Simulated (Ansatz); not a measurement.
```yaml
crystal:
  periodic: [false, false, false]
  atoms:
    - {symbol: B, position_ang: [-1.622432, -0.138385, -0.001803]}
    - {symbol: P, position_ang: [0.068352, 0.246452, 0.002072]}
    - {symbol: C, position_ang: [1.508701, -0.538043, -0.003853]}
    - {symbol: H, position_ang: [-2.676307, 0.322232, 0.001592]}
basis:
  gaussian: {orbitals: def2-TZVP}
magnetization: {spin_polarized: true, initial_magnetization: 3}
hamiltonian: {xc: pbe0}
relax: {f_tol: 0.004, max_steps: 80}
```

```sh
$ ansatz run in.yaml --threads 1 --pin off --events-out ev --progress --plain --max-ram 2176MiB
```

Steps of the relaxation (energy above the last step; positions in Å, forces in eV/Å):

```
4
step 1, 1555.7 meV
B    -1.622   -0.138   -0.002    0.636   -0.368   -0.003
P     0.068    0.246    0.002    0.427    0.237    0.002
C     1.509   -0.538   -0.004   -0.267   -0.086   -0.001
H    -2.676    0.322    0.002   -0.796    0.216    0.001
```

```
4
step 2, 1529.8 meV
B    -1.608   -0.128   -0.002    0.082   -0.122   -0.001
P     0.084    0.270    0.002    0.249    0.257    0.002
C     1.499   -0.556   -0.004   -0.119   -0.125   -0.001
H    -2.696    0.306    0.001   -0.213   -0.010    0.000
```

```
4
step 3, 1505.6 meV
B    -1.579   -0.094   -0.001   -0.365    0.066    0.000
P     0.114    0.334    0.003   -0.002    0.209    0.002
C     1.463   -0.603   -0.004    0.046   -0.139   -0.001
H    -2.720    0.255    0.001    0.320   -0.136   -0.001
```

```
4
step 6, 1487.7 meV
B    -1.542   -0.021   -0.001   -0.012    0.000    0.000
P     0.154    0.447    0.004   -0.025    0.032    0.000
C     1.377   -0.684   -0.005   -0.004   -0.023    0.000
H    -2.711    0.150    0.000    0.041   -0.009    0.000
```

```
4
step 10, 1436.1 meV
B    -1.462    0.107    0.000   -0.288   -0.127   -0.001
P     0.231    0.631    0.005    0.258    0.054    0.001
C     1.158   -0.802   -0.006   -0.369    0.106    0.001
H    -2.648   -0.044   -0.001    0.399   -0.033    0.000
```

```
4
step 16, 87.3 meV
B    -1.090    0.004    0.000   -0.708   -1.240   -0.011
P     0.365    0.998    0.008    1.089    0.601    0.005
C     0.245   -0.801   -0.007   -0.606    0.547    0.004
H    -2.242   -0.309   -0.003    0.225    0.091    0.001
```

```
4
step 19, 1.8 meV
B    -1.095   -0.070   -0.001   -0.395    0.080    0.001
P     0.413    1.013    0.009    0.024   -0.023    0.000
C     0.223   -0.753   -0.006    0.223   -0.078   -0.001
H    -2.262   -0.298   -0.003    0.148    0.020    0.000
```

```
4
step 20, 0.0 meV
B    -1.101   -0.063   -0.001    0.012   -0.016    0.000
P     0.414    1.010    0.009   -0.016   -0.004    0.000
C     0.226   -0.754   -0.006   -0.019    0.008    0.000
H    -2.261   -0.301   -0.003    0.023    0.012    0.000
```

```
4
step 21, 0.0 meV
B    -1.101   -0.064   -0.001   -0.002   -0.002    0.000
P     0.413    1.010    0.009   -0.001    0.002    0.000
C     0.226   -0.754   -0.006    0.004   -0.002    0.000
H    -2.260   -0.300   -0.003   -0.001    0.003    0.000
```

Close pairs at the end: B1–H4 1.182 Å, B1–C3 1.496 Å, P2–C3 1.774 Å, B1–P2 1.856 Å.

A stationary point of unrestricted PBE0 after 21 steps, with ⟨S²⟩ = 3.780 against 3.75 for a pure state; no frequencies were run, so it isn't proven a minimum. 83 s on 1 thread of Arm Neoverse V1, shared host.
